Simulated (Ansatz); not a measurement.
Ansatz (an electronic-structure program) input (B3LYP/6-31G):

Ansatz 0.2 input:
```yaml
crystal:
  periodic: [false, false, false]
  atoms:
    - {symbol: Na, position_ang: [-0.00000000, -0.00000000, -2.00393830]}
    - {symbol: Na, position_ang: [0.00000000, 0.00000000, 2.00393830]}
basis:
  gaussian:
    orbitals: 6-31G
hamiltonian:
  xc: {name: B3LYP}
total_charge: 1
magnetization: {spin_polarized: true, initial_magnetization: 1}
output: {forces: true}
```

Output:

```
Functional definition: B3LYP
integrals: 0.01 GiB planned
264 factors; integrals over basis functions are off by at most 1.1e-4 eV
mean field: 0.10 GiB planned
mean field evaluation 1: about -8827.2304 eV, gradient 4.0e-1 eV
mean field evaluation 2: about -8827.2358 eV, gradient 5.0e-2 eV
mean field evaluation 4: about -8827.2681 eV, gradient 2.8e-2 eV
mean field evaluation 8: about -8827.2682 eV, gradient 2.1e-4 eV
mean field -8827.26816508 eV, -324.3961217296 hartree, gradient 1.1e-5 eV, S^2 0.750001; 0 other end points of the search recorded, 0 dependent functions left out
the calculation of the forces begins
reference -8827.26839222 eV, -324.3961300767 hartree; 11, 10 occupied and 15, 16 virtual orbitals, 264 factors
Total energy: -8827.26839222 eV, -324.3961300767 hartree
Atom 0 at    -0.000000    -0.000000    -2.003938 Å, force    -0.000000    -0.000000     0.139399 eV/Å
Atom 1 at     0.000000     0.000000     2.003938 Å, force     0.000000    -0.000000    -0.139399 eV/Å
Dipole moment:    -0.000000    -0.000000    -0.000000 e Å
```

The dipole moment of an ion depends on the origin.
